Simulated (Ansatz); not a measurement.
The cluster P2S4⁺, relaxed as a doublet with UKS PBE0-D4/def2-SVP in Ansatz, starting from the GFN2-xTB geometry. Force threshold 0.02 eV/Å.

The structure comes from a short search, and lower isomers may exist.

Start:

Cartesian coordinates in Å:
```
P 1.0583 0.5183 1.0662
P -0.1943 0.2203 -1.5628
S -0.1214 1.8412 -0.1510
S -1.6022 -1.1119 -0.2081
S 1.6173 -0.5586 -0.7089
S -0.7576 -0.9093 1.5647
```

```tsv
step	energy (eV)	largest force component (eV/Å)	SCF passes
1	-61871.3427	0.439	18
2	-61871.3508	0.293	21
3	-61871.3608	0.091	21
4	-61871.3628	0.033	20
5	-61871.3630	0.007	17
```

Force components are those of the run's own axes.

End:

```csv
atom,x (Å),y (Å),z (Å)
P1,1.067,0.533,1.037
P2,-0.168,0.238,-1.553
S3,-0.133,1.833,-0.145
S4,-1.606,-1.117,-0.197
S5,1.607,-0.570,-0.702
S6,-0.767,-0.917,1.561
```

By distances, no bond broke or formed. The bond that changes most is P1–S6, from 2.36 to 2.40 Å (atoms count from 1).

No frequencies were taken in this run, so the end may be a saddle point.

Hardware: 4 threads of Arm Neoverse V1 on a shared host. Wall time 12 s.
